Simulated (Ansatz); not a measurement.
BH6P, SMILES [BH3-][PH3+], a nudged elastic band for an internal rotation

Computed with the Ansatz DFT code, driven from Python.

At the Python prompt:
```pycon
>>> import ansatz as az
>>> import numpy as np
>>> GEOMETRY = """
... B    -0.46660    0.16560   -0.79340
... P     0.46810   -0.21380    0.75330
... H    -1.69450    0.36180   -0.53420
... H    -0.33940   -0.66790   -1.59470
... H    -0.08800    1.20760   -1.30170
... H     0.35120    0.85610    1.68130
... H     1.85380   -0.38560    0.42070
... H     0.00760   -1.38090    1.31290
... """
>>> geometry = az.Crystal.molecule()
>>> for line in GEOMETRY.strip().splitlines():
...     symbol, *xyz = line.split()
...     geometry = geometry.atom(symbol, [float(v) for v in xyz])
...
>>> calculation = geometry.calculation()
>>> calculation = calculation.basis(gaussian="6-31G*")
>>> calculation = calculation.functional("pbe0").scf(lower_state_search="light")
>>> symbols = [site.symbol for site in geometry.cartesian_sites]
>>> start = np.array([site.position_ang for site in geometry.cartesian_sites], dtype=float)
>>> summary = calculation.relax(force_tolerance=0.005, max_steps=100).run(threads=1).report

>>> end = np.array(summary["positions_ang"])
>>> # a third of a turn moves each of the three like atoms to the place of the next
>>> first, second, third = [2, 3, 4]
>>> turned = end.copy()
>>> turned[[first, second, third]] = end[[second, third, first]]
>>> listed = lambda xyz: [{"symbol": s, "position_ang": p.tolist()} for s, p in zip(symbols, xyz)]
>>> deck = calculation.input().to_dict()
>>> deck["crystal"]["atoms"] = listed(end)
>>> deck["neb"] = {"final_atoms": listed(turned), "images": 5, "initial_path": "idpp", "f_tol": 0.03, "max_iterations": 40}
>>> rounds = []
>>> band = az.Session.from_dict(deck).plan().execute(on_event=lambda e: rounds.append(e["data"]) if e["event"] == "neb_iteration" else None)
>>> for each in rounds:
...     print(f"round {each['iteration']:2d}  largest band force {each['band_force_max_ev_ang']:.4f} eV/A")
...
round  1  largest band force 0.7881 eV/A
round  2  largest band force 0.3246 eV/A
round  3  largest band force 0.1158 eV/A
round  4  largest band force 0.0186 eV/A
>>> images = rounds[-1]["images"]
>>> for image in images:
...     print(f"s = {image['path_coordinate_ang']:6.3f} A   {(image['lagrangian_ev'] - images[0]['lagrangian_ev']):8.3f} eV")
...
s =  0.000 A      0.000 eV
s =  0.515 A      0.028 eV
s =  1.030 A      0.083 eV
s =  1.544 A      0.110 eV
s =  2.059 A      0.083 eV
s =  2.574 A      0.028 eV
s =  3.088 A      0.000 eV
```

These settings explore the input space; basis and method may be short of convergence. The energies are electronic: no zero-point or thermal terms, and the basis set is short of its limit. Wall time of the script: 46 s on 1 thread of Intel(R) Xeon(R) Platinum 8488C (Sapphire Rapids) (shared host), peak memory 0.18 GiB.

(Lines on the test bed's own set-up are left out of the output.)
